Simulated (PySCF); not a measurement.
# Relative stability

Two relaxed structures of CH3ClSi, closed shell (PBE0-D4/def2-TZVP; forces vanish, vibrations not checked).

A:

Si1  (0.048, -0.013, -1.112)
C2  (0.387, 0.229, 0.740)
Cl3  (-0.150, -1.126, 1.771)
H4  (-0.107, 1.139, 1.098)
H5  (0.677, 1.350, -1.418)
H6  (1.459, 0.377, 0.912)
(Å)

B:

```
atom    x (Å)    y (Å)    z (Å)
 Si1  -0.5315   0.1252  -0.6723
  C2   0.5653   0.0155   0.6368
 Cl3   0.7780  -1.3646   1.6390
  H4  -1.4147  -0.9885  -1.0644
  H5  -0.6063   1.3776  -1.4485
  H6   1.2075   0.8439   0.9135
```

Computed with PySCF 2.14 with density fitting (its default auxiliary sets; JK sets also for MP2 and CCSD(T)) (basis: def2-TZVPP); correlated methods freeze the cores. B3LYP uses VWN-RPA correlation.

Question: Which structure is lower at CCSD(T), and by how much? (To be estimated.)

Answer: By the calculation: B, by 1.68 kcal/mol (electronic energy, against the other). By their contacts, A is CH₃ClSi ([SiH][CH2][Cl]) and B is CH₃ClSi ([SiH2][CH][Cl]).

Question: Do the other methods give the same order? (Judge from chemistry; the calculation decides.)

Answer: The calculation gives: Not all: wB97M-V, HF, CCSD give the other order.

| method | E(B) − E(A) (kcal/mol) |
| --- | --- |
| PBE-D4 | -4.37 |
| r2SCAN-D4 | -6.12 |
| PBE0-D4 | -2.19 |
| B3LYP-D4 | -2.30 |
| wB97M-V | 0.93 |
| HF | 4.14 |
| MP2 | -4.21 |
| CCSD | 0.40 |
| CCSD(T) | -1.68 |

T1 diagnostic: at most 0.015. The restricted Hartree–Fock reference is unstable towards an unrestricted one at one or more of these structures.

Labels in which every atom is bracketed show which atoms are joined, not bond orders.

For scale, one of the runs: CCSD(T)/def2-TZVPP, 157 basis functions, launched by `OMP_NUM_THREADS=2 python run.py`. Time: 2.9 min of wall clock on 2 CPU threads of an Arm Neoverse V1; the host was shared. Peak host memory: 0.99 GiB.
